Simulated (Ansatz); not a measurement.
# SiCF (quartet): the correlation ladder, def2-TZVPP

The task here is to estimate one member of a computed series from the others.

The runs use Ansatz 0.2.0, Gaussian basis; def2-TZVPP, core rule «outside noble gas», up to 7 orbitals frozen.

To be run: UHF; ROHF; CCSD(T) on UHF.

2 further runs of the same task are left out: 2 set aside as unsound or not needed.

## The system

The geometry is a PBE0/def2-TZVP stationary point (not a proven minimum) of the parent state, kept for this charge and spin.

3 atoms, charge 0, spin multiplicity 4.

Atoms are counted from 1 here; the program's logs count them from 0.

Bond lengths: C1–Si2 1.730 Å, Si2–F3 1.588 Å. Angles: C1–Si2–F3 180.0°.

The first run:

Input file in.yaml:

```yaml
crystal:
  periodic: [false, false, false]
  atoms:
    - {symbol: C, position_ang: [0.000000, 0.000000, 1.682800]}
    - {symbol: Si, position_ang: [0.000000, 0.000000, -0.047400]}
    - {symbol: F, position_ang: [0.000000, 0.000000, -1.635400]}
basis:
  gaussian: {orbitals: def2-TZVPP}
magnetization: {spin_polarized: true, initial_magnetization: 3}
hamiltonian: {xc: hf}
output: {orbitals: {seedname: orbitals}}
```

On the command line:

```sh
$ ansatz run in.yaml --threads 1 --pin off --events-out ev --progress --plain --max-ram 4096MiB --backend cpu
```

Steps of the session up to this table: UHF; ROHF; CCSD(T) on UHF.

One of the session's tables, all rows but one given; the rest of the session is left out.

| method | from UCCSD(T) (kJ/mol) |
| --- | --- |
| ROHF | +1305.6 |
| UHF | +1295.2 |
| UMP2 | ? |
| UCCSD | +56.5 |
| UCCSD(T) | 0 |

Estimate the missing values for UMP2.

The run gave: from UCCSD(T) (kJ/mol): +112.2. In the column «from UCCSD(T) (kJ/mol)» it lies between UCCSD (+56.5) and UHF (+1295.2).
